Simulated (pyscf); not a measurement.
Thermochemistry of product channels of `[CH3][Si][Cl]` [singlet] + `[ClH]` on the singlet surface, in kcal/mol, from ωB97M-D3(BJ)/def2-TZVP energies (ideal gas, 1 atm, RRHO with modes under 100 cm⁻¹ raised to 100, one conformer, R ln 2 for chiral ones without a mode under 150 cm⁻¹). Structures and frequencies: ωB97X-D3(BJ)/def2-SVP in PySCF.

```tsv
products	ΔE	ΔH(298 K)	ΔG(900 K)	ΔG(1200 K)
`[CH2]=[Si]([Cl])[Cl]` + `[H][H]`	-1.8	-4.8	+2.5	+4.3
`[CH4]` + `[Cl][Si][Cl]` [singlet]	-34.7	-32.7	-28.5	-26.5
```

These are energies of the channels, which say nothing of barriers.
